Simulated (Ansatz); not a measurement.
Process, species as SMILES: S=C=S → C atom + 2 S atom
B3LYP-D3(BJ)/def2-TZVP geometries, fixed; electronic energies without zero-point terms.

Basis-set convergence of the atomisation energy at PBE with Ansatz (a first-principles code). Cartesian d functions, on some or all atoms, in 6-31G**, 6-31+G*, 6-311G**, 6-311+G**; all else is spherical. The program fits the integrals of some runs and decomposes those of others, by size. Open shells are unrestricted. No added dispersion term, no relativity. Functions are those of the species that has most. Reference: the value in aug-cc-pV(5+d)Z, 301.55 kcal/mol, itself unsure by roughly 0.06 kcal/mol (its mean distance from pcseg-4, aug-pcseg-3, aug-cc-pV(Q+d)Z). Deviations are taken from unrounded values.

```csv
basis,functions
STO-3G,23
3-21G,35
6-31G,35
6-31G**,53
6-31+G*,65
6-311G**,72
6-311+G**,84
"6-311++G(2d,2p)",97
"6-311++G(3df,3pd)",133
```

### Question
Which is the smallest Pople set listed that can be trusted to 2 kcal/mol here, that is, within that of the reference together with its larger relatives (same family, alike in diffuse functions; a set with none to test it counts only in the reference's own line)?

### Answer
Of the sets listed that have larger relatives (same family, alike in diffuse functions), none stays within 2 kcal/mol of the reference together with them. Inside, with no larger relative to test it: 6-311++G(3df,3pd). Value minus reference: STO-3G 48.24, 3-21G -37.93, 6-31G -41.71, 6-31G** -4.59, 6-31+G* -8.51, 6-311G** -6.56, 6-311+G** -7.37, 6-311++G(2d,2p) -4.19, 6-311++G(3df,3pd) 0.28 kcal/mol.
